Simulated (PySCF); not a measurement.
## One reaction down a group: B, Al, Ga, In

The same gas-phase reaction for B, Al, Ga, In:
- BCl2 + HCl → BCl3 + H
- AlCl2 + HCl → AlCl3 + H
- GaCl2 + HCl → GaCl3 + H
- InCl2 + HCl → InCl3 + H

Computed with PySCF and rigid-rotor harmonic-oscillator thermochemistry at 1 bar. † marks an energy on the PBE0/def2-TZVP geometry and frequencies; other levels use their own. Open shells (unrestricted): BCl2 (multiplicity 2), H (multiplicity 2), AlCl2 (multiplicity 2), GaCl2 (multiplicity 2), InCl2 (multiplicity 2); the rest are closed-shell singlets. In: scalar-relativistic def2 core potential, no spin-orbit coupling. Ga: all electrons, no relativistic terms. GaCl2, InCl2: computed as isolated molecules; such fragments, hydroxides, amides, oligomers or adducts are transient or little studied in the gas. The harmonic model lacks anharmonicity and excited electronic states, which grow with temperature; levels with a mode under 35 cm⁻¹ are left out. Soft modes under 120 cm⁻¹ make the harmonic entropy rough for GaCl2, InCl2, InCl3.

ΔH°(298 K) in kJ, by level:

```tsv
level	B	Al	Ga	In
ωB97M-V/def2-TZVP†	-78.3	-62.8	17.3	65.9
PBE0/def2-TZVP	-67.0	-47.9	19.1	72.1
HF/def2-TZVP†	-60.1	-70.6	-6.4	42.0
PBE0/def2-SVP†	-86.0	-58.4	9.9	70.8
PBE/def2-SVP	-86.3	-52.2	18.4	77.7
LDA/def2-TZVP†	-79.9	-38.4	26.1	83.9
```

At ωB97M-V/def2-TZVP†, ΔH° rises from B to In, over a range of 144.2 kJ; the steps are +15.5, +80.1, +48.6 kJ. 5 of the 6 levels shown give the same order; HF/def2-TZVP† orders the members differently. The levels scatter most for In (41.9 kJ between the highest and the lowest) and least for B (26.2 kJ). ΔS°(298 K) runs from -52.8 to -45.2 J/K, so TΔS° at 298 K spreads over 2.3 kJ among the members, against 144.2 kJ for ΔH°.

Free energies at ωB97M-V/def2-TZVP†:

```
member  ΔS°(298 K), J/K  ΔG°(298 K), kJ  ΔG°(800 K), kJ         ΔG° changes sign
------  ---------------  --------------  --------------  -----------------------
B                 -52.8             -63             -39           1800 to 2000 K
Al                -48.4             -48             -28           1600 to 1800 K
Ga                -48.9              32              52  none from 298 to 2500 K
In                -45.2              79              98  none from 298 to 2500 K
```

The NASA 1993 table, where it holds all species, gives ΔH°(298 K) = -13 kJ for B, 6 kJ for Al; its entries are part measured, part old estimates, and weren't checked at source. After a fit of one offset per element over all species, the range-separated, M06-2X, PBE0/def2-QZVP and CCSD(T)/def2-TZVPP enthalpies, where run, lie to one side of the table for BCl2 (+48 kJ/mol), AlCl2 (+44 kJ/mol): a fault of the table's entry, another state or a shared error of the levels is possible; this was not checked at source.
